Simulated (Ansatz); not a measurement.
Ansatz (a quantum-chemistry and plane-wave program) input (CCSD(T)/cc-pVTZ):

Ansatz 0.2 input:
```yaml
crystal:
  periodic: [false, false, false]
  atoms:
    - {symbol: O, position_ang: [0.06462128, 0.00157913, 0.02700513]}
    - {symbol: H, position_ang: [0.00178962, 0.80279151, -0.53584283]}
    - {symbol: H, position_ang: [0.01908461, -0.83637053, -0.48137831]}
    - {symbol: H, position_ang: [-0.53784446, 0.02094599, 0.80118010]}
basis:
  gaussian:
    orbitals: cc-pVTZ
total_charge: 1
magnetization: {spin_polarized: false}
correlation: {method: ccsd_t, frozen_orbitals: {H: 0, O: 0}}
```

Output:

```
Functional definition: HF
integrals: 0.04 GiB planned
416 factors; integrals over basis functions are off by at most 9.8e-4 eV
mean field: 0.09 GiB planned
mean field evaluation 1: about -2071.7518 eV, gradient 6.3e1 eV
mean field evaluation 2: about -2071.7512 eV, gradient 6.3e1 eV
mean field evaluation 4: about -2077.2759 eV, gradient 1.7e0 eV
mean field evaluation 8: about -2077.2863 eV, gradient 5.2e-2 eV
mean field evaluation 16: about -2077.2860 eV, gradient 3.5e-1 eV
mean field -2077.28631817 eV, -76.3388641577 hartree, gradient 3.8e-6 eV, S^2 0.000000; 0 other end points of the search recorded, 0 dependent functions left out
reference -2077.28631817 eV, -76.3388641577 hartree; 5, 5 occupied and 67, 67 virtual orbitals, 416 factors
second order -7.38826029 eV of doubles, -0.00000000 eV of singles
coupled cluster: 0.12 GiB planned
cycle   1  -7.46745628 eV  change   -7.9e-2 eV  update   3.4e-2
cycle   2  -7.59454162 eV  change   -1.3e-1 eV  update   9.6e-3
cycle   3  -7.61034968 eV  change   -1.6e-2 eV  update   3.2e-3
cycle   4  -7.61023477 eV  change    1.1e-4 eV  update   6.2e-4
cycle   5  -7.61057906 eV  change   -3.4e-4 eV  update   1.7e-4
cycle   6  -7.61060525 eV  change   -2.6e-5 eV  update   5.7e-5
cycle   7  -7.61060213 eV  change    3.1e-6 eV  update   1.9e-5
cycle   8  -7.61059614 eV  change    6.0e-6 eV  update   4.3e-6
perturbative correction -0.19438494 eV, -0.0071435149 hartree
Total energy: -2085.09129926 eV, -76.6256919222 hartree
```
